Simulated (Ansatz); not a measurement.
Input file:

```yaml
crystal:
  periodic: [false, false, false]
  atoms:
    - {symbol: Br, position_ang: [0.000000, 0.000000, -1.769333]}
    - {symbol: H, position_ang: [0.000000, 0.000000, 0.119667]}
    - {symbol: Br, position_ang: [0.000000, 0.000000, 1.649667]}
basis:
  gaussian: {orbitals: cc-pVDZ}
magnetization: {spin_polarized: false, initial_magnetization: 1}
correlation: {method: ccsd_t, electrons: outside_noble_gas}
output: {forces: true}
```

```sh
$ ansatz run in.yaml --threads 1 --pin off --events-out ev --progress --plain --max-ram 2393MiB
```

Log:

```
676 factors; integrals over basis functions are off by at most 1.3e-3 eV
mean field evaluation 1: about -140010.1872 eV, gradient 1.0e1 eV
mean field evaluation 2: about -140010.2026 eV, gradient 1.0e1 eV
mean field evaluation 4: about -140010.9111 eV, gradient 1.5e0 eV
mean field evaluation 8: about -140010.9529 eV, gradient 4.2e-2 eV
mean field evaluation 16: about -140010.1872 eV, gradient 1.0e1 eV
mean field evaluation 32: about -140010.9530 eV, gradient 3.3e-6 eV
mean field evaluation 64: about -140010.9603 eV, gradient 5.7e-1 eV
mean field evaluation 96: about -140010.9616 eV, gradient 9.0e-6 eV
mean field evaluation 128: about -140010.9592 eV, gradient 3.2e-2 eV
mean field evaluation 160: about -140006.3454 eV, gradient 2.7e1 eV
mean field evaluation 192: about -140010.9521 eV, gradient 2.2e-1 eV
mean field evaluation 224: about -140010.9616 eV, gradient 2.7e-2 eV
mean field evaluation 256: about -140008.7928 eV, gradient 2.1e1 eV
mean field evaluation 288: about -140010.9435 eV, gradient 7.2e-1 eV
mean field evaluation 320: about -140000.6287 eV, gradient 1.9e1 eV
mean field -140010.96161460 eV, -5145.3079364982 hartree, gradient 1.9e-6 eV, S^2 0.750000; 13 other end points of the search recorded, 0 dependent functions left out
mean field evaluation 352: about -140011.1166 eV, gradient 1.9e-4 eV
mean field evaluation 384: about -140011.1118 eV, gradient 8.4e-2 eV
determinant -140010.96161460 eV, -5145.3079364982 hartree, with singles and doubles -140017.97811539 eV, -5145.5657881462 hartree
determinant -140010.95295477 eV, -5145.3076182554 hartree, with singles and doubles -140018.10928502 eV, -5145.5706085413 hartree
determinant -140009.47034517 eV, -5145.2531333575 hartree, with singles and doubles -140016.49637089 eV, -5145.5113350404 hartree
determinant -140009.00881999 eV, -5145.2361726198 hartree, with singles and doubles -140016.64001425 eV, -5145.5166138363 hartree
determinant -140010.96161460 eV, -5145.3079364982 hartree, with singles and doubles -140017.97885649 eV, -5145.5658153812 hartree
determinant -140010.95295477 eV, -5145.3076182554 hartree, with singles and doubles -140018.10934573 eV, -5145.5706107723 hartree
28 core orbitals not correlated: weight in the atoms' cores, before any rotation towards them, 1.000 or more for the frozen orbitals, at most 0.000 for the correlated occupied ones
reference -140010.95295477 eV, -5145.3076182554 hartree; 8, 7 occupied and 23, 24 virtual orbitals, 676 factors
second order -6.30559365 eV of doubles, -0.07914159 eV of singles
cycle   1  -7.15638865 eV  change    2.3e-6 eV  update   1.6e-6
cycle   2  -7.15638767 eV  change    9.8e-7 eV  update   9.3e-7
cycle   3  -7.15638808 eV  change   -4.1e-7 eV  update   2.3e-7
cycle   4  -7.15638838 eV  change   -3.0e-7 eV  update   9.7e-8
cycle   5  -7.15638839 eV  change   -1.0e-8 eV  update   3.8e-8
cycle   6  -7.15638842 eV  change   -3.2e-8 eV  update   2.3e-8
cycle   7  -7.15638843 eV  change   -1.2e-8 eV  update   1.9e-8
cycle   8  -7.15638841 eV  change    1.9e-8 eV  update   1.2e-8
perturbative correction -0.11548495 eV, -0.0042439937 hartree
the calculation of the forces begins
mean field evaluation 416: about -140010.9292 eV, gradient 3.2e-1 eV
Total energy: -140018.22482814 eV, -5145.5748546724 hartree
Atom 0 at     0.000000     0.000000    -1.769333 Å, force    -0.000000     0.000000    -0.349259 eV/Å
Atom 1 at     0.000000     0.000000     0.119667 Å, force    -0.000000    -0.000000     1.238897 eV/Å
Atom 2 at     0.000000     0.000000     1.649667 Å, force     0.000000     0.000000    -0.889638 eV/Å
Dipole moment:     0.000000    -0.000000    -0.137383 e Å
```

Forces (eV/Å):
```
Br   0.000  0.000 -0.349
H    0.000  0.000  1.239
Br   0.000  0.000 -0.890
```

Ran on 1 thread of Arm Neoverse V1, shared host: 25 s wall, 0.19 GiB peak host memory.
